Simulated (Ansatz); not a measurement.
# C3H4FN: the cost of one run

All numbers below are computed with Ansatz 0.2.0 (RKS LDA/6-31G*).

## (1) The structure to begin with

Bond lengths: N1–C2 1.306 Å, C2–C3 1.317 Å, C3–F4 1.340 Å, C2–C5 1.437 Å, C3–C5 1.421 Å, N1–H6 1.082 Å, N1–H7 1.017 Å, C5–H8 1.035 Å, C5–H9 1.132 Å. Angles (14 of 15 angles, heavy atoms first): N1–C2–C3 126.6°, N1–C2–C5 124.7°, C3–C2–C5 61.9°, C2–C3–F4 124.3°, C2–C3–C5 63.2°, F4–C3–C5 128.8°, C2–C5–C3 54.9°, C2–N1–H6 111.6°, C2–N1–H7 113.9°, C2–C5–H8 118.3°, C2–C5–H9 114.7°, C3–C5–H8 116.3°, C3–C5–H9 117.9°, H6–N1–H7 104.0°.

As a file:

```xyz
9

N    -0.9771    0.8934   -0.2853
C     0.0940    0.4859    0.3410
C     1.0949   -0.1962   -0.1768
F     1.2209   -0.4780   -1.4808
C     0.3083   -0.8572    0.8046
H    -1.0699    1.9715   -0.2569
H    -0.9842    0.6711   -1.2781
H    -0.3237   -1.6016    0.4614
H     0.7254   -0.9353    1.8539
```

## (2) End point A

Contents of input.yaml:

```yaml
crystal:
  periodic: [false, false, false]
  atoms:
    - { symbol: "N", position_ang: [-0.9771, 0.8934, -0.2853] }
    - { symbol: C, position_ang: [0.094, 0.4859, 0.341] }
    - { symbol: C, position_ang: [1.0949, -0.1962, -0.1768] }
    - { symbol: F, position_ang: [1.2209, -0.478, -1.4808] }
    - { symbol: C, position_ang: [0.3083, -0.8572, 0.8046] }
    - { symbol: H, position_ang: [-1.0699, 1.9715, -0.2569] }
    - { symbol: H, position_ang: [-0.9842, 0.6711, -1.2781] }
    - { symbol: H, position_ang: [-0.3237, -1.6016, 0.4614] }
    - { symbol: H, position_ang: [0.7254, -0.9353, 1.8539] }
basis:
  gaussian: { orbitals: "6-31G*" }
hamiltonian:
  xc: lda
relax:
  f_tol: 0.015
  max_steps: 40
```

The run is started by

```console
ansatz run input.yaml --threads 1 --pin off --max-ram 2048MiB --backend cpu --events-out ev --progress --plain --runs-dir out
```

**Question.** How long does this run take on 1 thread of Arm Neoverse V1, shared host, and how much memory does it need?

About 24 s, with a peak of 0.15 GiB.
